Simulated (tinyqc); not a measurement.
The integration grid: Kohn-Sham LDA (VWN5) on finer and finer grids in the sto-3g basis, for LiH, spin multiplicity 3. Computed by the program tinyqc with PySCF. Command: `OMP_NUM_THREADS=1 python tinyqc.py 115790 115791 out.jsonl`; one thread of a shared host (Intel(R) Xeon(R) Processor @ 2.60GHz), about 3 s.

Geometry (angstrom):
```
atom       x       y       z
Li    0.0000  0.0000  0.0000
H     0.0000  0.0000  2.0440
```

Self-consistent on each grid; the net force on the molecule should vanish.

Kohn-Sham energy on Becke grids (radial x angular points per atom):
```
grid       points  residual of the electron count  E (hartree)  E - finest (mhartree)  largest net force without grid terms (hartree/bohr)
10 x 14       274                        3.87e-02     -7.70337              -37.25899                                             1.87e-02
15 x 26       772                       -3.86e-03     -7.66500                1.11070                                             1.17e-02
20 x 50      1989                        1.26e-03     -7.66619               -0.07803                                             7.22e-05
30 x 86      5143                        4.47e-04     -7.66614               -0.03270                                             2.11e-04
50 x 194    19364                        1.76e-05     -7.66612               -0.00828                                             1.41e-05
75 x 302    45234                       -2.49e-06     -7.66611                0.00101                                             3.80e-07
120 x 590  141440                       -2.27e-08     -7.66611                0.00000                                             2.64e-08
```

The energy is within 0.1 mhartree of the finest grid first at 20 x 50. The error has both signs, since quadrature is not variational. The electron count and the net force are cheap signs of a poor grid.
